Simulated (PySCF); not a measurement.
**Calculated properties of `C=C1C=C1C`**

C₅H₆.
SMILES with atom numbers: `[CH2:1]=[C:2]1[CH:3]=[C:4]1[CH3:5]` (hydrogens: H6, H7 on C1; H8 on C3; H9, H10, H11 on C5)

Cartesian coordinates in Å at the GFN2-xTB level; atoms count from 1:
```
atom  x, y, z in Å
C1     0.8834    1.7268   -0.8981
C2     0.0652    0.9387   -0.2439
C3    -1.1395    0.6851    0.5241
C4    -0.3456   -0.3498    0.2790
C5    -0.0432   -1.7765    0.4077
H6     1.7858    1.3515   -1.3505
H7     0.6835    2.7790   -1.0074
H8    -2.0265    1.0714    0.9651
H9     0.9182   -1.9039    0.9060
H10   -0.8140   -2.2955    0.9752
H11    0.0381   -2.2241   -0.5831
```

Among its groups: C=C double bond and cyclopropene ring.

GFN2-xTB geometry:

| Property | Result |
| --- | --- |
| Point group of the GFN2-xTB geometry | Cs |
| Rotational constants A, B, C of the GFN2-xTB geometry | 12.178, 3.855, 2.982 GHz |

PBE0/def2-SVPD ground state and vertical TDDFT (core frozen in the response) (PySCF):

| Item | Value |
| --- | --- |
| Dipole moment | 2.46 D |
| HOMO energy | -5.86 eV |
| LUMO energy | -0.18 eV |
| HOMO–LUMO gap | 5.68 eV |
| Lowest singlet excitation | 4.57 eV (271 nm, f = 0.027) |
| Strongest line among the 6 lowest singlet transitions | S5 at 6.48 eV (191 nm, f = 0.029) |
| Lowest triplet excitation (Tamm–Dancoff) | 3.45 eV |
| Static isotropic polarisability | 59.6 au |
| Electronic spatial extent ⟨r²⟩ about the centre of nuclear charge | 444 bohr² |

PBE0/pcSseg-1 ground state and GIAO shieldings, non-relativistic (PySCF):

| Item | Value |
| --- | --- |
| Lowest Hirshfeld atomic charge | -0.19 e on C1 |
| Highest Hirshfeld atomic charge | +0.08 e on H8 |
| 13C chemical shifts (computed TMS as zero) by class | 151.7 (C4), 134.2 (C3), 127.5 (C2), 62.4 (C1), 13.7 (C5) ppm |
| 1H chemical shifts (computed TMS as zero) by class | 7.72 (H8), 3.89 (H6), 3.86 (H7), 2.41 (H9/H10/H11) ppm |
| Mayer bond orders between heavy atoms | C1–C2 2.00, C2–C3 0.90, C3–C4 1.57, C4–C5 1.12, C4–C2 0.90 |

Monoisotopic mass (most abundant isotopes): 66.0470 u.

The largest Löwdin shares of the HOMO are 0.39 on C1, 0.25 on C2, 0.13 on C3 and 0.11 on C4. No computed singlet falls in the visible range (750 to 380 nm, 1.65 to 3.26 eV); S1 lies 1.31 eV above its blue end. In wavenumbers S1 is 36800 cm⁻¹ (1 eV = 8065.54 cm⁻¹). The dipole equals about 8.2 × 10⁻³⁰ C·m (1 D = 3.33564 × 10⁻³⁰ C·m). The vertical singlet–triplet gap S1 − T1 is 1.12 eV (TDDFT singlet less Tamm–Dancoff triplet; S1: HOMO→LUMO, weight 0.98; T1: HOMO→LUMO, weight 0.94). With B = h/(8π²I), that is 505.379 GHz u Å² over I, the principal moments of inertia are 41.5, 131.1 and 169.5 u Å² (most abundant isotopes). The polarisability is 8.83 Å³ as a volume (1 au = 0.148185 Å³), or 1.65 au for each of the 36 electrons. The rotational constants make it an asymmetric top with κ = (2B − A − C)/(A − C) = -0.81, nearer the prolate limit (−1).

Isolated species at its GFN2-xTB geometry, gas phase. NMR classes are plain means over equivalent atoms (diastereotopic ones count apart unless rotation or inversion swaps them), as if these changed places fast; in this geometry the members of some classes differ.
